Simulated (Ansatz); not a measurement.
C2H6O, SMILES `COC` (charge 0, multiplicity 1).

Z-matrix (Å, degrees):
```
O
C 1 1.3991
H 2 1.0903 1 107.73
C 1 1.3991 2 112.04 3 -180.00
H 4 1.0903 1 107.73 2 -180.00
H 2 1.0997 3 108.88 1 121.13
H 4 1.0997 5 108.88 1 121.13
H 2 1.0997 3 108.88 6 117.74
H 4 1.0997 5 108.88 7 117.74
```
Charge 0, spin multiplicity 1.

Frozen-core energies in 6-31g from Ansatz (a first-principles code) at a geometry from PBE0-D3(BJ)/def2-TZVP; the HF reference has <S^2> = 0.00 and the T1 diagnostic is 0.009.

| level | energy (Ha) |
|---|---|
| HF | -153.99225 |
| MP2 | -154.29599 |
| CCSD | -154.32834 |
| CCSD(T) | -154.33477 |

Estimate the energies of CCSDT and CCSDT(Q), and give each level's difference from CCSDT(Q).


| level | energy (Ha) | difference from CCSDT(Q) (mHa) |
|---|---|---|
| MP2 | -154.29599 | 40.03 |
| CCSD | -154.32834 | 7.67 |
| CCSD(T) | -154.33477 | 1.24 |
| CCSDT | -154.33531 | 0.70 |
| CCSDT(Q) | -154.33601 | 0.00 |
